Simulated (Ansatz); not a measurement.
Basis-set extrapolation for AlH4NO (`[NH2][AlH][OH]`) (PBE0-D4/def2-TZVP geometry, frozen core, Ansatz). Multiplicity 1, RHF reference.

```tsv
	cc-pV(T+d)Z	cc-pV(Q+d)Z
HF	-373.722011	-373.736819
MP2 correlation	-0.543707	-0.584747
CCSD(T) correlation	-0.581022	-0.619040
```

Energies in hartree. Use E(X) = E(∞) + A·exp(−5.46·√X) for Hartree–Fock and E(X) = E(∞) + B·X^(−3.05) for correlation, with X = 3 and 4.

Question: What is the CCSD(T) energy at the basis-set limit?

Answer: HF limit: -373.736819 + (-0.014808) × 0.30130 = -373.74128. Correlation limit: -0.619040 + (-0.038018) × 0.71189 = -0.64610. Total: -374.38738 hartree, 221.5 kJ/mol below CCSD(T)/cc-pV(T+d)Z.
